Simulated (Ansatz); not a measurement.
A made-up structure of BSi2H5, singlet:

Si1  (-0.716, 1.147, -1.063)
B2  (-0.184, 0.122, -0.132)
Si3  (0.513, -0.926, 0.845)
H4  (-2.181, 1.057, -1.289)
H5  (0.300, 2.111, -1.628)
H6  (0.322, -2.336, 0.241)
H7  (-0.089, -0.729, 2.254)
H8  (2.035, -0.445, 0.772)
(Å)

It is relaxed with PBE-D4/def2-SVP and then PBE0-D4/def2-TZVP (Ansatz 0.2.0). Atoms count as bonded within 1.22 times the sum of their covalent radii (H–H: 0.88 Å). The end point is not checked to be a true minimum.

Problem. Does its bonding change? (Judge from chemistry; the calculation decides.)

Solution. The calculation gives: No: no bond forms or breaks.

Where it ends: The first stage lowers the energy by 4.92 eV in 7 steps. It ends as BSi₂H₅ ([SiH2][B][SiH3]):
```xyz
8
angstrom
Si -0.8728 1.4206 -1.3140
B -0.2035 0.1592 -0.1681
Si 0.6392 -1.1413 1.0428
H -2.3101 1.4823 -1.6566
H 0.0009 2.4334 -1.9447
H 0.5241 -2.5501 0.5791
H 0.1439 -1.0609 2.4431
H 2.0783 -0.7433 1.0183
```

Labels in which every atom is bracketed show which atoms are joined, not bond orders.

For scale, one of the runs: PBE0-D4/def2-TZVP relaxation, 135 basis functions, launched by `ansatz run in.yaml --threads 2 --pin off --events-out ev --progress --plain --max-ram 4352MiB`. Hardware: 2 CPU threads of an Arm Neoverse V2, shared host. Wall time about 14 s.
